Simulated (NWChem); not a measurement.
All runs are NWChem calculations. System: ClNa, charge 0, spin multiplicity 1, displaced from the optimised geometry. The structure started from a generated list of species.

Job file:

```
start mol
memory heap 200 mb stack 900 mb global 1100 mb
geometry units angstroms nocenter noautoz noautosym
  Na     0.000000     0.000000    -1.420937
  Cl     0.000000     0.000000     2.674705
end
basis spherical
  * library cc-pvdz
end
dft
  xc xpbe96 cpbe96
  semidirect memsize 60000000 filesize 0
  iterations 100
end
task dft energy
```

The output up to the point where the run's verdict is printed (cleaned and shortened):

```
             Northwest Computational Chemistry Package (NWChem) 7.3.0
             --------------------------------------------------------

                                NWChem Input Module
                                -------------------

 Scaling coordinates for geometry "geometry" by  1.889725989
 (inverse scale =  0.529177249)

                             Geometry "geometry" -> ""
                             -------------------------

 Output coordinates in angstroms (scale by  1.889725989 to convert to a.u.)

  No.       Tag          Charge          X              Y              Z
 ---- ---------------- ---------- -------------- -------------- --------------
    1 Na                  11.0000     0.00000000     0.00000000    -1.42093700
    2 Cl                  17.0000     0.00000000     0.00000000     2.67470500

 Effective nuclear repulsion energy (a.u.)      24.1613269819

            Nuclear Dipole moment (a.u.)
            ----------------------------
        X                 Y               Z
 ---------------- ---------------- ----------------
     0.0000000000     0.0000000000    56.3888150075


 Summary of "ao basis" -> "" (spherical)
 ------------------------------------------------------------------------------
       Tag                 Description            Shells   Functions and Types
 ---------------- ------------------------------  ------  ---------------------
 *                          cc-pvdz                   on all atoms

  pbe96 is a nonlocal functional; adding pw91lda local functional.

                                 NWChem DFT Module
                                 -----------------

 Summary of "ao basis" -> "ao basis" (spherical)
 ------------------------------------------------------------------------------
       Tag                 Description            Shells   Functions and Types
 ---------------- ------------------------------  ------  ---------------------
 Na                         cc-pvdz                  8       18   4s3p1d
 Cl                         cc-pvdz                  8       18   4s3p1d

 Summary of "ao basis" -> "ao basis" (spherical)
[...]
 d= 0,ls=0.5,diis    52   -622.1832487965 -3.93D-05  7.13D-05  1.33D-03     7.0
 d= 0,ls=0.5,diis    53   -622.1832805956 -3.18D-05  1.05D-04  1.26D-03     7.1
 d= 0,ls=0.5,diis    54   -622.1833400383 -5.94D-05  1.06D-04  1.09D-03     7.2
 d= 0,ls=0.5,diis    55   -622.1833942353 -5.42D-05  1.06D-04  9.52D-04     7.3
 d= 0,ls=0.5,diis    56   -622.1834443149 -5.01D-05  7.92D-05  8.33D-04     7.4
 d= 0,ls=0.5,diis    57   -622.1834719359 -2.76D-05  7.44D-05  7.93D-04     7.5
 d= 0,ls=0.5,diis    58   -622.1834989477 -2.70D-05  6.03D-05  7.42D-04     7.6
 d= 0,ls=0.5,diis    59   -622.1835163695 -1.74D-05  6.23D-05  7.19D-04     7.7
 d= 0,ls=0.5,diis    60   -622.1835374133 -2.10D-05  6.16D-05  6.75D-04     7.9
 d= 0,ls=0.5,diis    61   -622.1835586592 -2.12D-05  6.06D-05  6.27D-04     8.0
 d= 0,ls=0.5,diis    62   -622.1835787887 -2.01D-05  6.24D-05  5.83D-04     8.1
 d= 0,ls=0.5,diis    63   -622.1836002547 -2.15D-05  6.44D-05  5.31D-04     8.2
 d= 0,ls=0.5,diis    64   -622.1836218840 -2.16D-05  5.75D-05  4.79D-04     8.3
 d= 0,ls=0.5,diis    65   -622.1836386727 -1.68D-05  5.77D-05  4.45D-04     8.4
 d= 0,ls=0.5,diis    66   -622.1836552944 -1.66D-05  5.41D-05  4.10D-04     8.5
 d= 0,ls=0.5,diis    67   -622.1836700375 -1.47D-05  5.12D-05  3.78D-04     8.6
 d= 0,ls=0.5,diis    68   -622.1836830398 -1.30D-05  4.84D-05  3.52D-04     8.7
 d= 0,ls=0.5,diis    69   -622.1836948489 -1.18D-05  5.21D-05  3.27D-04     8.8
 d= 0,ls=0.5,diis    70   -622.1837082257 -1.34D-05  4.58D-05  2.96D-04     8.9
 d= 0,ls=0.5,diis    71   -622.1837187581 -1.05D-05  4.85D-05  2.73D-04     9.0
 d= 0,ls=0.5,diis    72   -622.1837300612 -1.13D-05  4.66D-05  2.47D-04     9.1
 d= 0,ls=0.5,diis    73   -622.1837402487 -1.02D-05  4.66D-05  2.25D-04     9.2
 d= 0,ls=0.5,diis    74   -622.1837499714 -9.72D-06  4.65D-05  2.04D-04     9.3
 d= 0,ls=0.5,diis    75   -622.1837593932 -9.42D-06  4.64D-05  1.83D-04     9.4
 d= 0,ls=0.5,diis    76   -622.1837683626 -8.97D-06  4.45D-05  1.63D-04     9.5
 d= 0,ls=0.5,diis    77   -622.1837763474 -7.98D-06  4.12D-05  1.46D-04     9.7
 d= 0,ls=0.5,diis    78   -622.1837831923 -6.84D-06  3.90D-05  1.32D-04     9.8
 d= 0,ls=0.5,diis    79   -622.1837892430 -6.05D-06  3.76D-05  1.20D-04     9.9
 d= 0,ls=0.5,diis    80   -622.1837947993 -5.56D-06  3.27D-05  1.09D-04    10.0
 d= 0,ls=0.5,diis    81   -622.1837990572 -4.26D-06  3.17D-05  1.01D-04    10.1
 d= 0,ls=0.5,diis    82   -622.1838030794 -4.02D-06  3.05D-05  9.36D-05    10.2
 d= 0,ls=0.5,diis    83   -622.1838068466 -3.77D-06  2.96D-05  8.61D-05    10.3
 d= 0,ls=0.5,diis    84   -622.1838103492 -3.50D-06  2.91D-05  7.91D-05    10.4
 d= 0,ls=0.5,diis    85   -622.1838137798 -3.43D-06  2.91D-05  7.19D-05    10.5
 d= 0,ls=0.5,diis    86   -622.1838171315 -3.35D-06  2.72D-05  6.48D-05    10.6
 d= 0,ls=0.5,diis    87   -622.1838198527 -2.72D-06  2.72D-05  5.97D-05    10.7
 d= 0,ls=0.5,diis    88   -622.1838226456 -2.79D-06  2.58D-05  5.40D-05    10.8
 d= 0,ls=0.5,diis    89   -622.1838250119 -2.37D-06  2.43D-05  4.95D-05    10.9
 d= 0,ls=0.5,diis    90   -622.1838270786 -2.07D-06  2.34D-05  4.57D-05    11.0
 d= 0,ls=0.5,diis    91   -622.1838290485 -1.97D-06  2.21D-05  4.19D-05    11.1
 d= 0,ls=0.5,diis    92   -622.1838307279 -1.68D-06  2.16D-05  3.89D-05    11.2
 d= 0,ls=0.5,diis    93   -622.1838323317 -1.60D-06  2.02D-05  3.59D-05    11.3
 d= 0,ls=0.5,diis    94   -622.1838337077 -1.38D-06  1.92D-05  3.35D-05    11.4
 d= 0,ls=0.5,diis    95   -622.1838350173 -1.31D-06  1.92D-05  3.10D-05    11.5
 d= 0,ls=0.5,diis    96   -622.1838363135 -1.30D-06  1.89D-05  2.85D-05    11.6
 d= 0,ls=0.5,diis    97   -622.1838375524 -1.24D-06  1.90D-05  2.60D-05    11.7
 d= 0,ls=0.5,diis    98   -622.1838387760 -1.22D-06  1.88D-05  2.36D-05    11.9
 d= 0,ls=0.5,diis    99   -622.1838399415 -1.17D-06  1.83D-05  2.13D-05    12.0
 d= 0,ls=0.5,diis   100   -622.1838409703 -1.03D-06  1.74D-05  1.94D-05    12.1
```

Convergence was not reached. The next line reads: Calculation failed to converge. NWChem stopped with the message: dft energy failed.
